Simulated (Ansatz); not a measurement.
Program: Ansatz. Geometries: PBE0-D4/def2-TZVP. ΔE: electronic, gas phase. CCSD(T)/CBS adds triple-zeta CCSD(T) − MP2 to the extrapolated MP2 energy (def2 sets, frozen cores). DFT in def2-TZVPP. B3LYP here is the variant with VWN-RPA as its local correlation; programs differ in this. One conformer a species, not always the lowest.

`COCN=C=N` → `C=NC(=N)OC`  (isomerisation)

`COCN=C=N`:

```xyz
12

C     0.969    0.827   -0.927
O     1.034    0.543    0.449
C    -0.177    0.697    1.112
N    -1.150   -0.341    0.877
C    -0.991   -1.425    0.365
N    -0.905   -2.581   -0.020
H     1.983    0.751   -1.318
H     0.590    1.841   -1.105
H     0.332    0.115   -1.465
H     0.050    0.706    2.181
H    -0.650    1.651    0.845
H    -1.084   -2.785   -0.994
```

`C=NC(=N)OC`:

```xyz
12

C     0.651    2.162   -0.132
N    -0.342    1.557   -0.629
C    -0.502    0.180   -0.377
N    -1.467   -0.492   -0.839
O     0.445   -0.371    0.390
C     0.298   -1.758    0.653
H     1.407    1.679    0.490
H     0.758    3.226   -0.339
H    -2.056    0.128   -1.388
H     1.144   -2.032    1.281
H    -0.644   -1.952    1.168
H     0.308   -2.327   -0.278
```

CCSD(T)/CBS gives -26.5 kJ/mol.

**Question.** Another level gave -6.7 kJ/mol. Which?
A. PBE-D4/def2-TZVPP
B. B3LYP-D4/def2-TZVPP
C. HF/def2-TZVPP
D. ωB97X-V/def2-TZVPP

**Answer.** A. PBE-D4 -6.7, B3LYP-D4 -12.7, ωB97X-V -19.7, HF/def2-TZVPP -29.3 kJ/mol.

Largest T1 diagnostic among the species: 0.014.

From PBE to PBE0 (25 % exact exchange), in def2-TZVPP and without D4, ΔE moves by −6.3 kJ/mol. In def2-TZVPP, CCSD(T) changes the Hartree–Fock value by +3.3 kJ/mol (the triples alone add +1.3 kJ/mol) and MP2 by +15.9 kJ/mol.
